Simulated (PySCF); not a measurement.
**C4H6N2: full NMR table**

```yaml
Formula: C4H6N2
SMILES: Cn1ccnc1
InChI: InChI=1S/C4H6N2/c1-6-3-2-5-4-6/h2-4H,1H3
Point_group_of_the_computed_structure: C1
Degrees_of_unsaturation: 3
Carbon_signals: 4
Proton_signals: 4
```

Bonds (- single, = double, # triple, : aromatic): C1-N2 1.434 Å, N2:C3 1.367 Å, C3:C4 1.365 Å, C4:N5 1.358 Å, N5:C6 1.304 Å, C6:N2 1.353 Å. C1 carries H7, H8, H9; C3 carries H10; C4 carries H11; C6 carries H12.

Theoretical values (PySCF): GFN2-xTB geometry, couplings computed with B3LYP/pcJ-1 (spin–dipole term only in couplings to heteroatoms), NMR shieldings at PBE0/pcSseg-1/GIAO. Relativity neglected, gas phase, one averaged value for each set of equivalent atoms, one computed conformer.

Referencing at the same level of theory: 1H (σ = 31.72 ppm), 13C (σ = 186.93 ppm) vs TMS; NH3 for 15N (σ = 267.73 ppm).

| carbon | δC, type | δH (multiplicity, J in Hz) | HMBC from (abs. J ≥ 3 Hz) | span of the C tensor (ppm) |
| --- | --- | --- | --- | --- |
| C1 | 33.6, CH3 | 3.77 (s) | – | 54 |
| C3 | 122.6, CH | 6.86 (t, 1.5) | H11, H12, H7/H8/H9 | 150 |
| C4 | 137.2, CH | 7.30 (d, 1.6) | H12, H10 | 158 |
| C6 | 140.3, CH | 7.15 (d, 1.4) | H11, H10, H7/H8/H9 | 127 |

Other nuclei:
| atoms | nucleus | environment | δ (ppm) | σ (ppm) |
| --- | --- | --- | --- | --- |
| N5 | 15N | pyridine-type nitrogen of an azole | 305.0 | -37.3 |
| N2 | 15N | pyrrole-type ring nitrogen | 183.8 | 83.9 |

Selected couplings (Hz, signed; the shortest-range and largest first, 30 at most; isotopes 13C, 1H, 15N): 1J(C6,H12) 211.1, 1J(C4,H11) 195.1, 1J(C3,H10) 189.9, 1J(C1,H7) 142.7, 1J(C3,C4) 73.0, 1J(N2,C3) -17.4, 1J(C1,N2) -13.4, 1J(N2,C6) -12.7, 1J(C4,N5) 2.2, 1J(N5,C6) -1.2, 2J(N5,H12) -12.5, 2J(C3,C6) 11.6, 2J(N5,H11) -10.9, 2J(N2,H12) -9.6, 2J(N2,C4) -6.9, 2J(N2,H10) -5.0, 2J(C1,C3) 3.1, 2J(C1,C6) 2.8, 2J(C4,C6) -2.3, 2J(C3,N5) 1.8, 2J(N2,N5) -1.6, 3J(C1,C4) 3.6, 3J(N2,H11) -3.2, 3J(H10,H11) 1.6, 4J(H10,H12) 1.4.

- Carbon types of the structure: 3 × CH, 1 × CH3, which accounts for all hydrogens.
- δC 140.3: aromatic CH between two ring heteroatoms.
- δC 137.2, 122.6: aromatic CH next to a ring nitrogen.
- δH 7.30, 6.86: hydrogen on an aromatic CH next to a ring nitrogen; it sits in the deshielding region of the aromatic ring current.
- δH 7.15: hydrogen on an aromatic CH between two ring heteroatoms; the ring current deshields protons in the ring plane.
- δH 3.77: hydrogen on a methyl carbon bonded to N; its carbon carries N, hence the downfield position.

Splittings below 1 Hz are ignored in the labels, and close J values are merged. Unscaled 3J(H,H) at this level run about 10 % above measured values. Shifts are as computed. Against solution values, carbons near 30 ppm lie about +3 ppm off and those near 130 ppm about +5 ppm. Of 1211 compounds with measured shifts, 218 miss one by over three times the rms of a fit or turn the order of signals round; such compounds aren't used in these exercises. Experimental scales use liquid or dissolved standards, which lie at an offset from isolated NH3 (liquid NH3: subtract about 20 ppm). Unscaled 15N shifts of sp2 nitrogen come out 20 to 40 ppm too high even then.
